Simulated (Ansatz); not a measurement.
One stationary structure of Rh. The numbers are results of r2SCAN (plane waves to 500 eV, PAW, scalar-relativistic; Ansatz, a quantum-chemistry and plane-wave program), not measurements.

```
CELL_PARAMETERS angstrom
      0.00000     1.90006     1.90006
      1.90006     0.00000     1.90006
      1.90006     1.90006     0.00000
ATOMIC_POSITIONS crystal
  Rh 0.00000 0.00000 0.00000
```

### Question
Find the space group and the Wyckoff positions (tolerance 0.01 Å).

### Answer
Space group Fm-3m (No. 225); a = 3.800 Å, b = 3.800 Å, c = 3.800 Å, α = 90.00°, β = 90.00°, γ = 90.00°

| atom | site | symmetry | x | y | z |
|---|---|---|---|---|---|
| Rh | 4a | m-3m | 0.0000 | 0.0000 | 0.0000 |

This is the fcc (Cu type).

### Question
Give the shortest distances between elements (the closest pairs, up to four, under 3.6 Å).

### Answer
Rh–Rh 2.69 Å.

The volume per atom is 13.72 Å³ and the band gap comes out as no gap (metallic).

No spin polarisation in the result.

Measured for Rh: a 3.794 Å (static lattice; corrected from measurement; as listed in Daniel Mejia-Rodriguez, S. B. Trickey, Phys. Rev. B (2018)). Computed minus measured — a: r2SCAN +0.2 %. The computed values are for a static lattice.

It was reached from a disturbed copy of a Fd-3m (No. 227) cell (diamond type), against which it lies -1.12 eV/atom.
